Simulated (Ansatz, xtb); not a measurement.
Ranking isomers of C5H10S

8 gas-phase structures of C5H10S, from a drawn sample of its isomers (lower ones may exist). Each was relaxed with GFN2-xTB; where two conformers were screened, the lower at r2SCAN-D4/def2-SVP is listed:

A. `SC1CCCC1`, a singlet
B. `CCC1(S)CC1`, a singlet
C. `C[C@@H]1CC[C@@H]1S`, a singlet
D. `CC(C)(C)C=S`, a singlet
E. `CCCC(C)=S`, a singlet
F. `CC(C)CC=S`, a singlet
G. `C[C@@H]1CCSC1`, a singlet
H. `C[C@H](S)C1CC1`, a singlet

Question: Estimate their order in r2SCAN-D4/def2-SVP energy at these geometries, lowest first.

Answer: Calculated order at r2SCAN-D4/def2-SVP: G (0.0), A (2.8), E (11.9), D (15.1), F (16.8), B (20.9), C (21.3), H (21.5) kcal/mol. Less than 1 kcal/mol parts B and C; C and H, so the order within those pairs means little.

Energies above the lowest of each column, in kcal/mol; the last columns are at PBE-D3(BJ)/def2-SVP geometries and were run for some of them only (a dash: not run or not comparable):

```tsv
structure	GFN2-xTB	HF/STO-3G	r2SCAN-D4/def2-SVP	PBE-D3(BJ)/def2-SVP	CCSD(T)/def2-SVP + ΔMP2/def2-TZVPP
G	0.0	0.0	0.0	0.0	0.0
A	1.3	8.5	2.8	2.8	3.5
E	17.3	46.8	11.9	11.8	12.8
D	21.0	49.5	15.1	15.4	13.3
F	22.4	49.2	16.8	16.6	15.9
B	21.5	45.6	20.9	–	–
C	15.3	30.4	21.3	–	–
H	22.0	48.0	21.5	–	–
```

Every level run on G puts it lowest or level with the lowest. Some further structures that were screened fall inside this span and aren't listed. Flexible structures stand in one conformer each, not always the lowest. Frequencies (GFN2-xTB) were run for A, D, E, F, G alone. The ΔMP2 step shifts differences by up to 3.1 kcal/mol, which makes them less sure. ΔMP2 is the change of the MP2 energy from the smaller to the larger basis.

Over these structures GFN2-xTB departs from r2SCAN-D4/def2-SVP by 3.3 kcal/mol on average once a common shift is removed. A GFN2-xTB relaxation took about 0.072 s and the r2SCAN-D4/def2-SVP energy about 1.6 s on a shared host (Ansatz 0.2.0, xtb 6.7.1).
